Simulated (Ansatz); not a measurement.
`C=CC(=N)F` + H₂S → `N=C(F)S` + ethylene  (substitution at a C–C bond)

Gas-phase electronic energies from Ansatz, PBE0-D4/def2-TZVP geometries. CBS: MP2 limit from def2 TZ/QZ plus the TZ coupled-cluster correction, frozen cores. This one scheme is used for every species. Functionals use def2-TZVPP. One conformer a species, not always the lowest.

`C=CC(=N)F`:

```xyz
9

C    -0.387    0.034   -1.524
C     0.299    0.406   -0.450
C     0.087   -0.150    0.880
N     0.730    0.197    1.896
F    -0.880   -1.091    0.926
H    -0.191    0.479   -2.491
H    -1.160   -0.723   -1.466
H     1.074    1.162   -0.494
H     0.429   -0.313    2.724
```

H₂S:

Z-matrix (Å, degrees):
```
S
H 1 1.341
H 1 1.341 2 92.3
```

`N=C(F)S`:

```xyz
6

N     0.271    1.222   -0.133
C    -0.378    0.189   -0.375
F    -1.386    0.247   -1.243
S    -0.282   -1.476    0.198
H     1.016    1.080    0.538
H     0.760   -1.263    1.015
```

`C=C`:

```xyz
6

C    -0.336   -0.287    0.492
C     0.336    0.287   -0.492
H     0.070   -1.129    1.043
H    -1.320    0.060    0.788
H    -0.070    1.129   -1.043
H     1.320   -0.060   -0.788
```

```
    species  CAM-B3LYP energy (Eh)
`C=CC(=N)F`             -271.29113
        H₂S             -399.41435
  `N=C(F)S`             -592.11874
      `C=C`              -78.56931
```

(1) Work out ΔE.

(2) What do rigid-rotor, harmonic-oscillator terms from PBE0-D4/def2-TZVP frequencies (298.15 K, 1 bar) make of the CCSD(T)/CBS value? (Best estimate.)

Largest T1 diagnostic among the species: 0.014.

Answers

(1) ΔE = (-592.11874) + (-78.56931) − (-271.29113) − (-399.41435) = 0.01743 Eh = +45.8 kJ/mol. CCSD(T)/CBS gives +45.3 kJ/mol.

(2) Ansatz gave: ΔZPE = +5.4 kJ/mol, ΔH = +49.5 kJ/mol, ΔS = 2 J/(mol·K), ΔG = +48.8 kJ/mol.

In def2-TZVPP, CCSD(T) changes the Hartree–Fock value by −4.1 kJ/mol (the triples alone add −1.5 kJ/mol) and MP2 by −6.3 kJ/mol. From r2SCAN to r2SCAN0 (25 % exact exchange), in def2-TZVPP and without D4, ΔE moves by +3.2 kJ/mol.
